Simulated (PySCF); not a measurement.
A species of formula C2H7B has this rotational fingerprint, computed with PySCF, PBE0-D3(BJ)/def2-SVP geometry optimisation, gas phase:

| Property | Result |
| --- | --- |
| Rotational constants | A = 33527, B = 8466, C = 7368 MHz |
| Dipole components | \|μa\| = 0.55 D, \|μb\| = 0.48 D, \|μc\| = 0.04 D |
| Inertial defect | -6.17 u·Å² |
| κ | -0.92 |

Task: Which structure is it? (One computed conformer of each.)
A. BH2Et, `BCC`
B. BMe2H, `[H]B(C)C`
C. `[BH2:1][CH2:2][CH3:3]` with H–B1–C2–C3 176° and -6°

Result: C. It is BCC, a near-prolate asymmetric top. The candidates at the same level (rigid rotor, commonest isotopes):

```json
{"SMILES": "[H]B([H])CC", "A (MHz)": "27070", "B (MHz)": "9392", "C (MHz)": "8185", "μa (D)": "0.73", "μb (D)": "0.35", "μc (D)": "0.01", "Δ (u·Å²)": "-10.73", "point group": "near Cs", "rotor": "asymmetric top"}
{"SMILES": "[H]B(C)C", "A (MHz)": "36844", "B (MHz)": "7450", "C (MHz)": "6701", "μa (D)": "0.00", "μb (D)": "0.47", "μc (D)": "0.00", "Δ (u·Å²)": "-6.14", "point group": "C2", "rotor": "near-prolate asymmetric top"}
{"SMILES": "BCC", "A (MHz)": "33527", "B (MHz)": "8466", "C (MHz)": "7368", "μa (D)": "0.55", "μb (D)": "0.48", "μc (D)": "0.04", "Δ (u·Å²)": "-6.17", "point group": "near Cs", "rotor": "near-prolate asymmetric top"}
```

`[H]B(C)C` has B 12 % too low; `[H]B([H])CC` has A 19 % too low. No structure here is proved a minimum.
